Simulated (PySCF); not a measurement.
The vertical singlet excitations below were computed for one of the candidates. Computed with TDDFT PBE0/def2-SVPD, vertical, gas phase, core orbitals frozen in the response (PySCF 2.14.0, density-fitted response routines). Geometries: GFN2-xTB, one conformer each.

```
state  ν̃ (cm⁻¹)       f  main configurations (H = HOMO, L = LUMO)
   S1      32170  0.0049                                H→L (100%)
   S2      37450  0.0000                              H→L+1 (100%)
   S3      45320   0.103                H-1→L (87%), H-3→L+1 (12%)
   S4      45540  0.0005                               H-2→L (98%)
   S5      51880  0.0000                            H-2→L+1 (100%)
   S6      53950   0.082                H-1→L+1 (81%), H-3→L (18%)
   S7      57030  0.0000                               H→L+2 (99%)
   S8      61780   0.052                               H→L+3 (98%)
```

Triplets computed (Tamm–Dancoff): 3.27, 4.30, 4.36 eV.

Orbital energies (eV): HOMO-3 -9.71, HOMO-2 -9.00, HOMO-1 -8.14, HOMO -7.30, LUMO -1.56, LUMO+1 -0.88, LUMO+2 0.93.

Task: Which candidate is it? All have the formula C4H4N2.
A. `C1=CC=NN=C1`
B. `c1cnccn1`
C. `C([C@H]1C=N1)C#N`

Result: B. Its S1 lies at 3.99 eV; the nearest of the others has S1 at 3.42 eV. S1 is HOMO→LUMO (100%). Löwdin shares by element: HOMO nitrogen 56%, carbon 17% or more (atoms not listed hold the other 27%); LUMO nitrogen 50%, carbon 23% or more (atoms not listed hold the other 27%). At the same level the other candidates give, for their lowest levels:
- `c1ccnnc1`: 3.42 eV (f 0.004); 3.90 eV (f 0.000); 5.84 eV (f 0.000); 5.88 eV (f 0.022); 6.34 eV (f 0.005); T1 2.63 eV; HOMO -6.64, LUMO -1.50 eV
- `N#CC[C@H]1C=N1`: 5.03 eV (f 0.000); 6.82 eV (f 0.019); 7.35 eV (f 0.001); 7.64 eV (f 0.014); 7.73 eV (f 0.027); T1 4.23 eV; HOMO -8.37, LUMO -1.30 eV
